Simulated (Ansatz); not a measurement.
We consider CsCl-type TlCl, described by BLYP (plane waves, PAW; Ansatz, an electronic-structure program).

Output (set-up and result lines):

```
Crystal: 2 atoms, lattice volume = 64.877 Å³
Basis set: ecut = 520 eV, 1743 PW (Γ), exchange–correlation on 60×60×60 points (8 copies of the dense FFT grid, shifted against one another)
Bands: 14, of which v1, the nominal top of the filled ones, is band 10 counted from 1 (9 counted from 0)
Symmetry: 48 space group operations
Space group: Pm-3m (ITA 221), of the structure as read, at distance tolerance 4.0e-5 Å
k-points: 56 of 1000
Functional: x = b88, c = lyp
SCF iter   1: F=—  HF=-12558.763616 eV  |F-HF|=—  |Δ(HF+E_count)|=         —  Δρ=5.03e-3  dr2=1.85e-2
SCF iter   2: F=—  HF=-12558.758306 eV  |F-HF|=—  |Δ(HF+E_count)|=   5.31e-3  Δρ=1.23e-3  dr2=5.44e-4
  ...
SCF iter   6: F=—  HF=-12558.758431 eV  |F-HF|=—  |Δ(HF+E_count)|=   1.42e-8  Δρ=2.15e-6  dr2=4.59e-9
SCF iter   7: F=-12558.758431 eV  HF=-12558.758431 eV  |F-HF|=5.46e-11  |Δ(HF+E_count)|=  6.04e-10  Δρ=2.09e-7  dr2=2.19e-11
SCF 1 converged in 7 iterations: F = -12558.758431 eV  dr2 = 2.19e-11
SCF converged after 7 iterations
Free energy (F): -12558.758431 eV
Internal energy: -12558.758431 eV  (E = F + TS)
E sigma→0 (E₀):  -12558.758431 eV
Fermi energy:    4.943742 eV
--- Stress (GPa, compression-positive) ---
        0.000013       0.000000       0.000000
        0.000000       0.000013       0.000000
        0.000000       0.000000       0.000013
  P = ⅓ Tr σ = 0.0000 GPa (0.000 kbar)
```

Q: Write an input file that could have produced this run (the log leaves some choices open).

A: One answer among several that fit: 
Ansatz 0.2 input:
```yaml
crystal:
  lattice:
    - [4.0181880047, 0.0, 0.0]
    - [0.0, 4.0181880047, 0.0]
    - [0.0, 0.0, 4.0181880047]
  atoms:
    - { symbol: Tl, position: [0.0, 0.0, 0.0] }
    - { symbol: Cl, position: [0.5, 0.5, 0.5] }
basis:
  ecutwfc: 520
  ecutrho_ratio: 4
  xc_grid: 2
kpoints:
  mp_grid: { grid: [10, 10, 10] }
  band_path:
    path:
      - [0.0, 0.0, 0.0]
      - [0.0, 0.071429, 0.0]
      - [0.0, 0.142857, 0.0]
      - [0.0, 0.214286, 0.0]
      - [0.0, 0.285714, 0.0]
      - [0.0, 0.357143, 0.0]
      - [0.0, 0.428571, 0.0]
      - [0.0, 0.5, 0.0]
      - [0.071429, 0.5, 0.0]
      - [0.142857, 0.5, 0.0]
      - [0.214286, 0.5, 0.0]
      - [0.285714, 0.5, 0.0]
      - [0.357143, 0.5, 0.0]
      - [0.428571, 0.5, 0.0]
      - [0.5, 0.5, 0.0]
      - [0.454545, 0.454545, 0.0]
      - [0.409091, 0.409091, 0.0]
      - [0.363636, 0.363636, 0.0]
      - [0.318182, 0.318182, 0.0]
      - [0.272727, 0.272727, 0.0]
      - [0.227273, 0.227273, 0.0]
      - [0.181818, 0.181818, 0.0]
      - [0.136364, 0.136364, 0.0]
      - [0.090909, 0.090909, 0.0]
      - [0.045455, 0.045455, 0.0]
      - [0.035714, 0.035714, 0.035714]
      - [0.071429, 0.071429, 0.071429]
      - [0.107143, 0.107143, 0.107143]
      - [0.142857, 0.142857, 0.142857]
      - [0.178571, 0.178571, 0.178571]
      - [0.214286, 0.214286, 0.214286]
      - [0.25, 0.25, 0.25]
      - [0.285714, 0.285714, 0.285714]
      - [0.321429, 0.321429, 0.321429]
      - [0.357143, 0.357143, 0.357143]
      - [0.392857, 0.392857, 0.392857]
      - [0.428571, 0.428571, 0.428571]
      - [0.464286, 0.464286, 0.464286]
      - [0.5, 0.5, 0.5]
      - [0.454545, 0.5, 0.454545]
      - [0.409091, 0.5, 0.409091]
      - [0.363636, 0.5, 0.363636]
      - [0.318182, 0.5, 0.318182]
      - [0.272727, 0.5, 0.272727]
      - [0.227273, 0.5, 0.227273]
      - [0.181818, 0.5, 0.181818]
      - [0.136364, 0.5, 0.136364]
      - [0.090909, 0.5, 0.090909]
      - [0.045455, 0.5, 0.045455]
      - [0.5, 0.5, 0.428571]
      - [0.5, 0.5, 0.357143]
      - [0.5, 0.5, 0.285714]
      - [0.5, 0.5, 0.214286]
      - [0.5, 0.5, 0.142857]
      - [0.5, 0.5, 0.071429]
    npoints: 1
hamiltonian:
  xc: blyp
  dispersion: none
  pseudopotentials: { kind: paw }
scf:
  occupations: { method: fermi_dirac, width: 0.01 }
  convergence: { dr2_threshold: 0.0000000002 }
output:
  forces: true
  stress: true
  eigenvalues: true
  write_bands: true
```

The PAW data were made under PBE.

Note: the cell is over a tenth larger than the published one: the level's own overestimate first of all, though another phase or state, or a fault of the published cell, is possible.
